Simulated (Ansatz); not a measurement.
# AlGa$_{2}$H (H-bridged), quintet: reading a ladder of total energies

Geometry: that of the AlGa2H (H-bridged), triplet, kept fixed. The triplet lies 2.5 eV lower here.

```xyz
4

Ga   -0.0044    0.3364    1.5090
Al   -0.0226   -1.7250    0.0000
Ga   -0.0044    0.3364   -1.5090
H     1.2155   -0.3558    0.0000
```

Basis cc-pVDZ; Ansatz 0.2.0. Only valence electrons are correlated (noble-gas cores and the filled d shells of p-block atoms frozen), which leaves 10 electrons in 44 orbitals. R marks a restricted (for open shells ROHF) determinant, U an unrestricted one. No spin–orbit coupling is included, and no scalar relativity.

Full CI isn't at hand for all of this; UCCSDT(Q) serves as the reference, and is uncertain by about the last step of the cluster series.

Runs differ by some tens of microhartree through their thresholds and, for an open shell, their frozen cores, so steps under 0.03 kcal/mol mean nothing.

```json
{"level": "UHF", "total energy (hartree)": "-4088.827302"}
{"level": "UMP2", "total energy (hartree)": "-4088.956320"}
{"level": "UCCSD", "total energy (hartree)": "-4088.991330"}
{"level": "UCCSD(T)", "total energy (hartree)": "-4088.999325"}
{"level": "UCCSDT", "total energy (hartree)": "-4089.001239"}
{"level": "UCCSDT(Q)", "total energy (hartree)": "-4089.001856"}
```

**Question.** What is the correlation energy at UCCSDT(Q), and what share of it do UMP2 and UCCSD recover?

**Answer.** E(corr) = -4089.001856 − (-4088.827302) = -0.174554 hartree = -4.750 eV. UMP2: -0.129018 / -0.174554 = 73.91 %. UCCSD: -0.164028 / -0.174554 = 93.97 %.

**Question.** By how many kcal/mol does UCCSD(T) miss UCCSDT(Q) (1 hartree = 627.509 kcal/mol), and which steps make up the rest?

**Answer.** -4088.999325 − (-4089.001856) = 0.002531 hartree = 1.59 kcal/mol. Steps: UCCSDT − UCCSD(T) = -1.20, UCCSDT(Q) − UCCSDT = -0.39 kcal/mol. Differences between like states or geometries often cancel part of this.
